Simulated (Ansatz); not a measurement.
Fluorite CeO2, treated with PBE (PAW; Ansatz, a quantum-chemistry and plane-wave program).

Settings: plane-wave cutoff 520 eV, 12×12×12 k mesh, Fermi–Dirac smearing 0.01 eV, no spin polarisation, scalar-relativistic PAW data made under PBE.

Properties against volume:

| V (Å³/atom) | P (GPa) | direct gap at Γ (eV) | smallest gap on the k mesh (eV) |
|---|---|---|---|
| 12.779 | 12.34 | 3.119 | 2.082 |
| 13.051 | 7.77 | 2.997 | 2.020 |
| 13.323 | 3.68 | 2.882 | 1.958 |
| 13.595 | 0.00 | 2.773 | 1.899 |
| 13.867 | -3.29 | 2.669 | 1.841 |
| 14.138 | -6.24 | 2.571 | 1.785 |
| 14.410 | -8.89 | 2.478 | 1.731 |

The fundamental gap (1.89 eV at the equilibrium volume, with added k points) lies elsewhere than Γ–Γ.

Measured, for comparison: band gap 3 eV (temperature not stated, no zero-point or thermal correction, O 2p to Ce 4f, our sources range from 3.00 to 3.20; as tabulated in Tran et al. (2019), arXiv:1908.01820).

Spin–orbit coupling is not included.
